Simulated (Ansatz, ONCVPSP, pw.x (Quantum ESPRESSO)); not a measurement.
# Sb (Z = 51) (fcc): variants of one ONCV potential in the solid

```
Element                 : antimony (Sb)
Generator               : ONCVPSP 4.0.1
Type                    : optimised norm-conserving Vanderbilt (ONCV)
Functional              : PBEsol
Relativity              : scalar-relativistic
Frozen core             : [Kr] 4d10
Valence charge          : 5
Reference configuration : 5s2 5p3
Partial waves           : 5s: rc 2.00 bohr, ncon 3, nbas 7, qcut 3.2 1/bohr, 2 projectors, debl 2.5 Ha; 5p: rc 2.00 bohr, ncon 4, nbas 8, qcut 4.5 1/bohr, local
Local potential         : the p channel
Core correction         : Teter function, fcfact 3.75, rcfact 1.25
```

Crystal test: fcc Sb in pw.x 7.5, no spin, 12³ k-points, Fermi–Dirac smearing 0.01 Ry, cutoffs set for each file from its atomic test. The reference is all-electron LAPW (Ansatz 0.2.0) with the same functional, mesh and smearing; V0 and B0 come from Birch–Murnaghan fits to the pressures at five volumes. Errors are pseudo minus all-electron; Δ is the rms difference of the E(V) curves that follow from these fits, minima aligned, over ±6 % about the mean V0. Mesh and smearing are coarse, so the numbers serve the comparison and aren't converged zero-temperature values; the lattice is a test structure that the element need not adopt.

All-electron: a0 = 4.719 Å (V0 = 26.28 Å³/atom), B0 = 66.0 GPa.

Base: This is a poor potential for the solid.

A dash in a converged row means that the minimum lies outside the volumes sampled.

```tsv
change	cutoffs (Ry)	pw.x	a0 (Å)	a0 error (%)	B0 error (%)	Δ (meV/atom)	mean pressure error (GPa)
base	80/320	converged	–	–	–	–	-9.23
core correction Teter function, fcfact 3.75, rcfact 0.96	80/320	converged	–	–	–	–	-8.84
core correction Teter function, fcfact 3.75, rcfact 1.24	80/320	converged	–	–	–	–	-9.20
core correction Teter function, fcfact 3.75, rcfact 1.5	80/320	converged	–	–	–	–	-10.75
core correction Teter function, fcfact 3.75, rcfact 1.78	80/320	converged	–	–	–	–	-11.00
core correction Teter function, fcfact 3.75, rcfact 1.94	80/320	converged	4.680	-0.84	+11.0	9.8	-1.71
```
